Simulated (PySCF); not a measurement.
# Vertical excitation energies

Compound: C3H4F2.
Geometry (PBE0-D3(BJ)/def2-SVP, Å), atoms numbered from 1 in this order:
```
atom  x, y, z in Å
F1     0.2729    1.0799    1.5435
C2     0.2489    0.7036    0.2587
F3     0.7101    1.6965   -0.5118
C4     0.5642   -0.6929   -0.0913
C5    -0.8592   -0.1385   -0.2270
H6     1.1294   -0.8699   -1.0095
H7     0.7626   -1.3872    0.7289
H8    -1.2348    0.0515   -1.2353
H9    -1.6029   -0.4657    0.5036
```

Computed, not measured: PySCF, TDDFT CAM-B3LYP/def2-SVPD, vertical, gas phase, core orbitals frozen in the response.

**Question.** Predict the UV-vis stick spectrum at this level.

**Answer.** 

```
state  E (eV)  E (kJ/mol)  λ (nm)       f  |μ| (D)  symmetry  main configurations (H = HOMO, L = LUMO)
   S1    8.23         794   150.7   0.020     0.80  B1 or B2                                 H→L (95%)
   S2    8.62         832   143.8  0.0000     0.00         –                               H→L+3 (91%)
   S3    8.80         850   140.8  0.0021     0.25        A1                               H→L+1 (87%)
   S4    9.12         880   136.0  0.0060     0.42  B1 or B2                               H→L+2 (93%)
   S5    9.22         889   134.5   0.015     0.65        A1                               H-1→L (89%)
   S6    9.53         920   130.0  0.0001     0.04         –                             H-1→L+3 (94%)
   S7    9.88         953   125.5   0.142     1.95  B1 or B2                 H-1→L+1 (89%), H→L+5 (8%)
   S8   10.09         974   122.9  0.0000     0.01         –                               H→L+4 (88%)
   S9   10.15         979   122.2   0.037     0.98  B1 or B2                               H→L+5 (86%)
  S10   10.36        1000   119.7  0.0029     0.27        A1                             H-1→L+2 (86%)
```

Triplets, Tamm–Dancoff:

| state | E (eV) | λ (nm) | main configurations (H = HOMO, L = LUMO) |
| --- | --- | --- | --- |
| T1 | 8.10 | 153.0 | H→L (94%) |
| T2 | 8.16 | 152.0 | H→L+3 (84%) |
| T3 | 8.48 | 146.3 | H→L+1 (73%), H→L+6 (20%) |
| T4 | 8.94 | 138.7 | H-1→L (87%) |

The lowest singlet lies at 8.23 eV (151 nm, vacuum ultraviolet) and is weak; its leading configuration is HOMO→LUMO (95%). The most intense listed level is S7 at 9.88 eV (125 nm, f = 0.142), 1.65 eV above S1. Löwdin shares by element: HOMO carbon 61%, fluorine 16% or more (atoms not listed hold the other 24%); LUMO carbon 44% or more, hydrogen 18% or more (atoms not listed hold the other 37%). Orbital energies (eV): HOMO-3 -13.19, HOMO-2 -12.39, HOMO-1 -10.99, HOMO -9.91, LUMO 1.42, LUMO+1 1.99, LUMO+2 2.28. The listed states span 2.13 eV, and the widest gap between neighbours is 0.39 eV (S1 to S2). The oscillator strengths of these states sum to 0.225; summed over the whole spectrum of an exact calculation they would give the number of electrons, 40 (Thomas–Reiche–Kuhn). All these states lie below the vertical ionisation energy of 11.04 eV (ΔSCF). Symmetry labels in C2v follow from the direction of the transition dipole and are given only for states with f of 0.002 or more; B1 and B2 swap with the choice of axes. Only the lowest 10 singlets were computed, as vertical energies without vibronic structure.
